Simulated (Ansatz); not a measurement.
Basis-set extrapolation for CH$_{7}$AlO, SMILES `C[OH+][AlH3-]` (PBE0-D4/def2-TZVP geometry, frozen core, the Gaussian-basis code of Ansatz). Multiplicity 1, RHF reference.

```
                      def2-TZVPP   def2-QZVPP
                 HF  -358.769954  -358.783325
    MP2 correlation    -0.526642    -0.564698
CCSD(T) correlation    -0.585026      not run
```

Energies in hartree. Use E(X) = E(∞) + A·exp(−7.88·√X) for Hartree–Fock and E(X) = E(∞) + B·X^(−2.97) for correlation, with X = 3 and 4, and add CCSD(T) minus MP2 of the smaller set to the MP2 limit.

What is the CCSD(T) energy at the basis-set limit?

HF limit: -358.783325 + (-0.013371) × 0.13774 = -358.78517. MP2 limit: -0.564698 + (-0.038056) × 0.74074 = -0.59289. Higher-order term: -0.585026 − (-0.526642) = -0.05838. Total: -359.43644 hartree, 51.1 kcal/mol below CCSD(T)/def2-TZVPP.
